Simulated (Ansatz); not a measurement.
**C₂H₅Si+: one structure at several levels**

How do the functionals fare away from a minimum? The structure is a structure displaced at random from a GFN2-xTB minimum.

The runs use Ansatz 0.2.0, Gaussian basis; single points in def2-TZVPP.

Cores are frozen in the correlated methods. B3LYP uses VWN-RPA correlation.

### 1 Where the work starts

SMILES `C=[SiH][CH2+]`, 8 atoms, charge 1, spin multiplicity 1.

Atoms are counted from 1 here; the program's logs count them from 0.

Bond lengths: C1–Si2 1.819 Å, C1–H4 1.087 Å, C1–H5 1.024 Å, Si2–C3 1.830 Å, Si2–H6 1.535 Å, C3–H7 1.102 Å, C3–H8 1.100 Å. Angles: Si2–C1–H4 123.0°, Si2–C1–H5 119.2°, H4–C1–H5 117.5°, C1–Si2–C3 107.8°, C1–Si2–H6 128.1°, C3–Si2–H6 124.1°, Si2–C3–H7 122.8°, Si2–C3–H8 113.6°, H7–C3–H8 123.3°.

As a file:

```xyz
8
charge 1, multiplicity 1
C    -1.04180    0.75680   -0.74660
Si    0.39020    0.58160    0.36100
C     0.73190   -1.20580    0.55550
H    -1.55290   -0.09290   -1.19180
H    -1.45580    1.68340   -0.88560
H     1.23450    1.69260    0.99990
H     1.60430   -1.58920    1.10890
H     0.05550   -1.84910   -0.02700
```

### 2 CCSD(T)/def2-TZVPP

Contents of run/in.yaml:

```yaml
crystal:
  periodic: [false, false, false]
  atoms:
    - {symbol: C, position_ang: [-1.041800, 0.756800, -0.746600]}
    - {symbol: Si, position_ang: [0.390200, 0.581600, 0.361000]}
    - {symbol: C, position_ang: [0.731900, -1.205800, 0.555500]}
    - {symbol: H, position_ang: [-1.552900, -0.092900, -1.191800]}
    - {symbol: H, position_ang: [-1.455800, 1.683400, -0.885600]}
    - {symbol: H, position_ang: [1.234500, 1.692600, 0.999900]}
    - {symbol: H, position_ang: [1.604300, -1.589200, 1.108900]}
    - {symbol: H, position_ang: [0.055500, -1.849100, -0.027000]}
basis:
  gaussian: {orbitals: def2-TZVPP}
total_charge: 1
correlation: {method: ccsd_t}
output: {forces: true}
```

The run is started by

```console
$ ansatz run in.yaml --threads 4 --pin off --events-out ev --progress --plain --max-ram 5222MiB
```

The log of the run, cut to the lines that bear on the results:

```text
Functional definition: HF
  name "HF"
  cite "Fock, Z. Phys. 61, 126 (1930) doi:10.1007/BF01340294"
  parent pbe
[...]
1001 factors; integrals over basis functions are off by at most 9.4e-4 eV
[...]
mean field -9992.57352950 eV, -367.2203039996 hartree, gradient 7.4e-6 eV, S^2 0.000000; 0 other end points of the search recorded, 0 dependent functions left out; unrestricted orbitals would lower it
[...]
unrestricted determinant -9993.98986989 eV, -367.2723535487 hartree, S^2 0.9320
7 core orbitals not correlated: weight in the atoms' cores, before any rotation towards them, 1.000 or more for the frozen orbitals, at most 0.000 for the correlated occupied ones
reference -9992.57352950 eV, -367.2203039996 hartree; 8, 8 occupied and 159, 159 virtual orbitals, 1001 factors
second order -11.69532232 eV of doubles, -0.00000000 eV of singles
cycle   1  -12.11027628 eV  change   -5.1e-1 eV  update   1.3e-1
[...]
cycle  13  -12.76676457 eV  change   -9.5e-6 eV  update   2.3e-6
perturbative correction -0.82139357 eV, -0.0301856569 hartree
WARN: these amplitudes may be one of several solutions (largest doubles amplitude 0.26, level shift 0.25 eV)
[...]
working
Total energy: -10006.16168764 eV, -367.7196596009 hartree
Atom 0 at    -1.041800     0.756800    -0.746600 Å, force     1.610097    -1.847954     1.371548 eV/Å
Atom 1 at     0.390200     0.581600     0.361000 Å, force     0.156001    -0.605341    -0.062636 eV/Å
Atom 2 at     0.731900    -1.205800     0.555500 Å, force     0.197254     1.261475    -0.373396 eV/Å
Atom 3 at    -1.552900    -0.092900    -1.191800 Å, force     0.141382    -0.014325     0.051812 eV/Å
Atom 4 at    -1.455800     1.683400    -0.885600 Å, force    -1.118604     2.279515    -0.706286 eV/Å
Atom 5 at     1.234500     1.692600     0.999900 Å, force    -0.784089    -0.779761    -0.520543 eV/Å
Atom 6 at     1.604300    -1.589200     1.108900 Å, force    -0.687089    -0.189829    -0.235613 eV/Å
Atom 7 at     0.055500    -1.849100    -0.027000 Å, force     0.485049    -0.103779     0.475114 eV/Å
Dipole moment:     0.005423     0.008333     0.007062 e Å
```

It took 93 s on 4 threads of Arm Neoverse N1, shared host; peak memory 2.9 GiB.

### 3 PBE0-D4/def2-TZVPP

Edit run/in.yaml of step 2 so:

```diff
@@ -14,3 +14,3 @@
 total_charge: 1
-correlation: {method: ccsd_t}
-output: {forces: true}
+hamiltonian: {xc: pbe0, dispersion: d4}
+output: {forces: true, orbitals: {seedname: orbitals}}
```

The run is started by

```console
$ ansatz run in.yaml --threads 4 --pin off --events-out ev --progress --plain --max-ram 5222MiB
```

The log of the run, cut to the lines that bear on the results:

```text
Functional definition: PBE0
  name "PBE0"
  cite "Adamo & Barone, J. Chem. Phys. 110, 6158 (1999) doi:10.1063/1.478522"
  cite "Perdew, Burke & Ernzerhof, Phys. Rev. Lett. 77, 3865 (1996) doi:10.1103/PhysRevLett.77.3865"
[... 1 set-up line as earlier in the session ...]
[...]
946 factors; their error is unknown
[...]
mean field -10016.76756941 eV, -368.1094185669 hartree, gradient 1.3e-5 eV, S^2 0.000000; 0 other end points of the search recorded, 0 dependent functions left out
[...]
reference -10016.76759832 eV, -368.1094196294 hartree; 15, 15 occupied and 159, 159 virtual orbitals, 946 factors
Total energy: -10016.86176078 eV, -368.1128800360 hartree
Atom 0 at    -1.041800     0.756800    -0.746600 Å, force     1.922834    -2.125594     1.659612 eV/Å
Atom 1 at     0.390200     0.581600     0.361000 Å, force    -0.004358    -0.696993    -0.164893 eV/Å
Atom 2 at     0.731900    -1.205800     0.555500 Å, force     0.028506     1.569099    -0.593931 eV/Å
Atom 3 at    -1.552900    -0.092900    -1.191800 Å, force     0.110063     0.005983     0.025754 eV/Å
Atom 4 at    -1.455800     1.683400    -0.885600 Å, force    -1.117930     2.318129    -0.739530 eV/Å
Atom 5 at     1.234500     1.692600     0.999900 Å, force    -0.740526    -0.740377    -0.491008 eV/Å
Atom 6 at     1.604300    -1.589200     1.108900 Å, force    -0.689293    -0.202581    -0.193590 eV/Å
Atom 7 at     0.055500    -1.849100    -0.027000 Å, force     0.490704    -0.127667     0.497585 eV/Å
Dipole moment:    -0.032825    -0.066913    -0.028478 e Å
```

It took 2.2 s on 4 threads of Arm Neoverse N1, shared host; peak memory 0.31 GiB.

### 4 wB97M-V/def2-TZVPP

Edit run/in.yaml of step 3 so:

```diff
@@ -14,3 +14,3 @@
 total_charge: 1
-hamiltonian: {xc: pbe0, dispersion: d4}
-output: {forces: true, orbitals: {seedname: orbitals}}
+hamiltonian: {xc: {name: wB97M-V}}
+output: {forces: true}
```

The run is started by

```console
$ ansatz run in.yaml --threads 4 --pin off --events-out ev --progress --plain --max-ram 5222MiB
```

The log of the run, cut to the lines that bear on the results:

```text
Functional definition: wB97M-V
  name "wB97M-V"
  cite "Mardirossian & Head-Gordon, J. Chem. Phys. 144, 214110 (2016) doi:10.1063/1.4952647"
  cite "Becke, J. Chem. Phys. 107, 8554 (1997) doi:10.1063/1.475007"
  cite "Vydrov & Van Voorhis, J. Chem. Phys. 133, 244103 (2010) doi:10.1063/1.3521275"
  # Of w^i u^j: cxij and so on, Table III.
[...]
  gx(w, u) = 1 - cx + cx01*u + cx10*w
  gss(w, u) = css00 + css04*u^4 + css10*w + css20*w^2 + css43*w^4*u^3
  gos(w, u) = cos00 + cos10*w + (cos20 + cos21*u)*w^2 + (cos60 + cos61*u)*w^6
[...]
      + integral(e_c_pw_mod_opposite_spin*gos(b97_w_opposite, b97_u_opposite)) + vv10(b, c)
946 factors; their error is unknown
235 factors; integrals over basis functions are off by at most 1.2e-5 eV
[...]
mean field -10020.86247070 eV, -368.2599034136 hartree, gradient 6.2e-5 eV, S^2 0.000000; 0 other end points of the search recorded, 0 dependent functions left out
[...]
reference -10020.86251567 eV, -368.2599050662 hartree; 15, 15 occupied and 159, 159 virtual orbitals, 946 factors
Total energy: -10020.86251567 eV, -368.2599050662 hartree
Atom 0 at    -1.041800     0.756800    -0.746600 Å, force     2.059757    -2.244608     1.788047 eV/Å
Atom 1 at     0.390200     0.581600     0.361000 Å, force     0.036053    -0.606423    -0.131069 eV/Å
Atom 2 at     0.731900    -1.205800     0.555500 Å, force    -0.083809     1.739867    -0.705216 eV/Å
Atom 3 at    -1.552900    -0.092900    -1.191800 Å, force     0.137401     0.069020     0.047520 eV/Å
Atom 4 at    -1.455800     1.683400    -0.885600 Å, force    -1.081596     2.222229    -0.737189 eV/Å
Atom 5 at     1.234500     1.692600     0.999900 Å, force    -0.851029    -0.895478    -0.576464 eV/Å
Atom 6 at     1.604300    -1.589200     1.108900 Å, force    -0.746884    -0.192435    -0.223302 eV/Å
Atom 7 at     0.055500    -1.849100    -0.027000 Å, force     0.530107    -0.092174     0.537672 eV/Å
Dipole moment:    -0.041268    -0.086637    -0.036115 e Å
```

Run time: 6.5 s. Hardware: 4 threads of Arm Neoverse N1, shared host; peak memory 0.41 GiB.

### 5 r2SCAN-D4/def2-TZVPP

Edit run/in.yaml of step 4 so:

```diff
@@ -14,3 +14,3 @@
 total_charge: 1
-hamiltonian: {xc: {name: wB97M-V}}
+hamiltonian: {xc: r2scan, dispersion: d4}
 output: {forces: true}
```

The run is started by

```console
$ ansatz run in.yaml --threads 4 --pin off --events-out ev --progress --plain --max-ram 5222MiB
```

The log of the run, cut to the lines that bear on the results:

```text
Functional definition: r2SCAN
  name "r2SCAN"
  cite "Furness, Kaplan, Ning, Perdew & Sun, J. Phys. Chem. Lett. 11, 8208 (2020) doi:10.1021/acs.jpclett.0c02405"
  cite "Furness, Kaplan, Ning, Perdew & Sun, J. Phys. Chem. Lett. 11, 9248 (2020) doi:10.1021/acs.jpclett.0c03077"
  parent r2scan
[...]
943 factors; their error is unknown
[...]
mean field -10020.88103540 eV, -368.2605856537 hartree, gradient 1.0e-5 eV, S^2 0.000000; 0 other end points of the search recorded, 0 dependent functions left out
[...]
reference -10020.88104676 eV, -368.2605860713 hartree; 15, 15 occupied and 159, 159 virtual orbitals, 943 factors
Total energy: -10020.90684523 eV, -368.2615341477 hartree
Atom 0 at    -1.041800     0.756800    -0.746600 Å, force     1.821874    -2.007223     1.588050 eV/Å
Atom 1 at     0.390200     0.581600     0.361000 Å, force     0.016709    -0.687043    -0.150936 eV/Å
Atom 2 at     0.731900    -1.205800     0.555500 Å, force     0.107827     1.476838    -0.529459 eV/Å
Atom 3 at    -1.552900    -0.092900    -1.191800 Å, force     0.108724     0.018505     0.029852 eV/Å
Atom 4 at    -1.455800     1.683400    -0.885600 Å, force    -1.113563     2.277503    -0.743397 eV/Å
Atom 5 at     1.234500     1.692600     0.999900 Å, force    -0.742397    -0.736467    -0.491299 eV/Å
Atom 6 at     1.604300    -1.589200     1.108900 Å, force    -0.698798    -0.211478    -0.202367 eV/Å
Atom 7 at     0.055500    -1.849100    -0.027000 Å, force     0.499623    -0.130636     0.499555 eV/Å
Dipole moment:    -0.033113    -0.060864    -0.028090 e Å
```

Wall time 3.2 s (4 threads of Arm Neoverse N1, shared host); peak memory 0.19 GiB.

### 6 PBE-D4/def2-TZVPP

Edit run/in.yaml of step 5 so:

```diff
@@ -14,3 +14,3 @@
 total_charge: 1
-hamiltonian: {xc: r2scan, dispersion: d4}
+hamiltonian: {xc: pbe, dispersion: d4}
 output: {forces: true}
```

The run is started by

```console
$ ansatz run in.yaml --threads 4 --pin off --events-out ev --progress --plain --max-ram 5222MiB
```

The log of the run, cut to the lines that bear on the results:

```text
Functional definition: PBE
  name "PBE"
[... 2 set-up lines as earlier in the session ...]
[...]
943 factors; their error is unknown
[...]
mean field -10016.00714959 eV, -368.0814736540 hartree, gradient 1.1e-5 eV, S^2 0.000000; 0 other end points of the search recorded, 0 dependent functions left out
[...]
reference -10016.00718816 eV, -368.0814750712 hartree; 15, 15 occupied and 159, 159 virtual orbitals, 943 factors
Total energy: -10016.12006002 eV, -368.0856230359 hartree
Atom 0 at    -1.041800     0.756800    -0.746600 Å, force     1.795302    -2.007582     1.501823 eV/Å
Atom 1 at     0.390200     0.581600     0.361000 Å, force     0.069512    -0.591011    -0.096825 eV/Å
Atom 2 at     0.731900    -1.205800     0.555500 Å, force     0.110229     1.378681    -0.458617 eV/Å
Atom 3 at    -1.552900    -0.092900    -1.191800 Å, force    -0.004014    -0.183779    -0.068871 eV/Å
Atom 4 at    -1.455800     1.683400    -0.885600 Å, force    -1.204048     2.507883    -0.748683 eV/Å
Atom 5 at     1.234500     1.692600     0.999900 Å, force    -0.619099    -0.583753    -0.401281 eV/Å
Atom 6 at     1.604300    -1.589200     1.108900 Å, force    -0.484065    -0.268208    -0.081633 eV/Å
Atom 7 at     0.055500    -1.849100    -0.027000 Å, force     0.336183    -0.252231     0.354087 eV/Å
Dipole moment:    -0.025875    -0.048373    -0.021554 e Å
```

Wall time 1.6 s (4 threads of Arm Neoverse N1, shared host); peak memory 0.17 GiB.

### 7 revPBE-D4/def2-TZVPP

Edit run/in.yaml of step 6 so:

```diff
@@ -14,3 +14,3 @@
 total_charge: 1
-hamiltonian: {xc: pbe, dispersion: d4}
+hamiltonian: {xc: {name: revPBE}, dispersion: d4}
 output: {forces: true}
```

The run is started by

```console
$ ansatz run in.yaml --threads 4 --pin off --events-out ev --progress --plain --max-ram 5222MiB
```

The log of the run, cut to the lines that bear on the results:

```text
Functional definition: revPBE
  name "revPBE"
  cite "Zhang & Yang, Phys. Rev. Lett. 80, 890 (1998) doi:10.1103/PhysRevLett.80.890"
[... 1 set-up line as earlier in the session ...]
[...]
943 factors; their error is unknown
[...]
mean field -10021.04667303 eV, -368.2666727246 hartree, gradient 2.1e-5 eV, S^2 0.000000; 0 other end points of the search recorded, 0 dependent functions left out
[...]
reference -10021.04672103 eV, -368.2666744883 hartree; 15, 15 occupied and 159, 159 virtual orbitals, 943 factors
Total energy: -10021.39763395 eV, -368.2795703003 hartree
Atom 0 at    -1.041800     0.756800    -0.746600 Å, force     1.713883    -2.002323     1.439406 eV/Å
Atom 1 at     0.390200     0.581600     0.361000 Å, force     0.136111    -0.498322    -0.040316 eV/Å
Atom 2 at     0.731900    -1.205800     0.555500 Å, force     0.126211     1.283920    -0.452651 eV/Å
Atom 3 at    -1.552900    -0.092900    -1.191800 Å, force    -0.006801    -0.185372    -0.071296 eV/Å
Atom 4 at    -1.455800     1.683400    -0.885600 Å, force    -1.213974     2.519117    -0.755564 eV/Å
Atom 5 at     1.234500     1.692600     0.999900 Å, force    -0.613892    -0.576106    -0.397234 eV/Å
Atom 6 at     1.604300    -1.589200     1.108900 Å, force    -0.479650    -0.278623    -0.078173 eV/Å
Atom 7 at     0.055500    -1.849100    -0.027000 Å, force     0.338113    -0.262290     0.355827 eV/Å
Dipole moment:    -0.028627    -0.051318    -0.023623 e Å
```

It took 1.6 s on 4 threads of Arm Neoverse N1, shared host; peak memory 0.17 GiB.

### 8 B3LYP-D4/def2-TZVPP

Edit run/in.yaml of step 7 so:

```diff
@@ -14,3 +14,3 @@
 total_charge: 1
-hamiltonian: {xc: {name: revPBE}, dispersion: d4}
+hamiltonian: {xc: {name: B3LYP}, dispersion: d4}
 output: {forces: true}
```

The run is started by

```console
$ ansatz run in.yaml --threads 4 --pin off --events-out ev --progress --plain --max-ram 5222MiB
```

The log of the run, cut to the lines that bear on the results:

```text
Functional definition: B3LYP
  name "B3LYP"
  cite "Stephens, Devlin, Chabalowski & Frisch, J. Phys. Chem. 98, 11623 (1994) doi:10.1021/j100096a001"
  cite "Becke, Phys. Rev. A 38, 3098 (1988) doi:10.1103/PhysRevA.38.3098"
  cite "Lee, Yang & Parr, Phys. Rev. B 37, 785 (1988) doi:10.1103/PhysRevB.37.785"
  cite "Vosko, Wilk & Nusair, Can. J. Phys. 58, 1200 (1980) doi:10.1139/p80-159"
[...]
946 factors; their error is unknown
[...]
mean field -10023.78477091 eV, -368.3672959654 hartree, gradient 3.5e-5 eV, S^2 0.000000; 0 other end points of the search recorded, 0 dependent functions left out
[...]
reference -10023.78501247 eV, -368.3673048427 hartree; 15, 15 occupied and 159, 159 virtual orbitals, 946 factors
Total energy: -10023.96913437 eV, -368.3740711979 hartree
Atom 0 at    -1.041800     0.756800    -0.746600 Å, force     1.780063    -2.020199     1.565781 eV/Å
Atom 1 at     0.390200     0.581600     0.361000 Å, force     0.075645    -0.597882    -0.099603 eV/Å
Atom 2 at     0.731900    -1.205800     0.555500 Å, force     0.072763     1.445453    -0.569537 eV/Å
Atom 3 at    -1.552900    -0.092900    -1.191800 Å, force     0.133820     0.070064     0.047428 eV/Å
Atom 4 at    -1.455800     1.683400    -0.885600 Å, force    -1.080496     2.203052    -0.730320 eV/Å
Atom 5 at     1.234500     1.692600     0.999900 Å, force    -0.785685    -0.798348    -0.526230 eV/Å
Atom 6 at     1.604300    -1.589200     1.108900 Å, force    -0.742502    -0.193100    -0.231086 eV/Å
Atom 7 at     0.055500    -1.849100    -0.027000 Å, force     0.546393    -0.109039     0.543565 eV/Å
Dipole moment:    -0.029044    -0.059369    -0.024855 e Å
```

Run time: 2.4 s. Hardware: 4 threads of Arm Neoverse N1, shared host; peak memory 0.31 GiB.

### 9 The levels compared

```csv
method,RMS force component (eV/Å),RMS error against CCSD(T) (eV/Å),angle to CCSD(T) forces (°)
CCSD(T),0.903,reference,reference
PBE0-D4,0.997,0.142,6.4
wB97M-V,1.044,0.205,8.8
r2SCAN-D4,0.963,0.100,4.9
PBE-D4,0.954,0.137,7.8
revPBE-D4,0.937,0.132,8.0
B3LYP-D4,0.954,0.096,5.0
```

Energy less the free neutral atoms in their ground states at the same level (atoms from separate runs):

Differences are taken before rounding.

```csv
method,rung,energy less atoms (kJ/mol),from CCSD(T) (kJ/mol)
PBE-D4,GGA,-2028.8,-109.9
revPBE-D4,GGA,-1975.3,-56.5
r2SCAN-D4,meta-GGA,-1981.7,-62.9
PBE0-D4,hybrid,-1962.5,-43.6
B3LYP-D4,hybrid,-1975.1,-56.2
wB97M-V,range-separated hybrid,-1953.6,-34.7
Hartree-Fock,wavefunction,-1274.6,+644.3
MP2,wavefunction,-1908.7,+10.1
CCSD,wavefunction,-1856.8,+62.1
CCSD(T),wavefunction,-1918.8,0
```

What each level took, beside its miss in the forces (shared host):

```csv
method,time,RMS force error (eV/Å)
CCSD(T),93 s,0
PBE0-D4,2.2 s,0.142
wB97M-V,6.5 s,0.205
r2SCAN-D4,3.2 s,0.100
PBE-D4,1.6 s,0.137
revPBE-D4,1.6 s,0.132
B3LYP-D4,2.4 s,0.096
```

### 10 What came out

```
                                  quantity                                                                                              value
energy less free atoms, CCSD(T)/def2-TZVPP                                                                                     -1918.8 kJ/mol
                       RMS force component                                                               0.903 to 1.044 eV/Å over the methods
                           RMS force error  PBE0-D4 0.142, wB97M-V 0.205, r2SCAN-D4 0.100, PBE-D4 0.137, revPBE-D4 0.132, B3LYP-D4 0.096 eV/Å
                    HOMO and LUMO, PBE0-D4                                                                               -13.23 and -10.22 eV
                             T1 diagnostic                                                                                              0.032
```

Against CCSD(T) the functionals' energies less atoms differ by -109.9 to -34.7 kJ/mol, PBE-D4 by -109.9 kJ/mol. A larger basis would deepen the CCSD(T) value, while the functionals are nearly converged already, so the order here is not reliable. On forces the order runs from B3LYP-D4 to wB97M-V. Frozen-core CCSD(T) forces in triple zeta carry basis errors of their own, and this is one geometry, so small gaps rank nothing. The T1 diagnostic is large here, over the usual mark for main-group molecules (transition-metal compounds often pass it harmlessly), so CCSD(T) itself may be off. The restricted Hartree–Fock reference is unstable towards an unrestricted one at one or more of these structures. The program raised a warning in one or more of these runs; the logs name it.
